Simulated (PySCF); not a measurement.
# How the functional moves excitation energies

COS.
InChI=1S/COS/c2-1-3

Linear-response calculations in the def2-SVPD basis (PySCF; singlets by full response, triplets Tamm–Dancoff, core orbitals frozen in the response; HF means time-dependent Hartree–Fock). 'Strongest' is the level of largest summed f among the singlets computed (6 and 10 roots, of which the last may lack a degenerate partner); it can jump between rows when another state enters that window. S1 is the lowest singlet of each run and needn't be the same state throughout; f(S1) is that of one state. Geometry: PBE0-D3(BJ)/def2-SVP; no solvent, vibrations or thermal averaging.

```json
{"functional": "PBE0", "kind": "global hybrid, 25% exact exchange", "S1 (eV)": "5.64", "f(S1)": "0.000", "strongest (eV)": "8.53", "T1 (eV)": "not run", "HOMO (eV)": "-8.80", "gap (eV)": "7.78", "ionisation energy, ΔSCF (eV)": "not run"}
{"functional": "BHandHLYP", "kind": "global hybrid, 50% exact exchange", "S1 (eV)": "5.62", "f(S1)": "0.000", "strongest (eV)": "8.64", "T1 (eV)": "4.86", "HOMO (eV)": "-9.85", "gap (eV)": "9.89", "ionisation energy, ΔSCF (eV)": "11.29"}
{"functional": "CAM-B3LYP", "kind": "range-separated hybrid", "S1 (eV)": "5.49", "f(S1)": "0.000", "strongest (eV)": "8.44", "T1 (eV)": "4.80", "HOMO (eV)": "-10.06", "gap (eV)": "10.17", "ionisation energy, ΔSCF (eV)": "11.41"}
{"functional": "wB97X-D", "kind": "range-separated hybrid", "S1 (eV)": "5.56", "f(S1)": "0.000", "strongest (eV)": "8.53", "T1 (eV)": "4.94", "HOMO (eV)": "-10.63", "gap (eV)": "11.38", "ionisation energy, ΔSCF (eV)": "11.46"}
{"functional": "LC-wPBE", "kind": "range-separated hybrid", "S1 (eV)": "5.46", "f(S1)": "0.000", "strongest (eV)": "8.57", "T1 (eV)": "4.76", "HOMO (eV)": "-11.40", "gap (eV)": "12.63", "ionisation energy, ΔSCF (eV)": "11.43"}
```

S1 runs from 5.46 eV (LC-wPBE) to 5.64 eV (PBE0), a spread of 0.18 eV, while the orbital gap spreads over 4.8 eV. −ε(HOMO) comes closest to its own ΔSCF ionisation energy with LC-wPBE (-0.02 eV) and misses most with BHandHLYP (-1.43 eV).
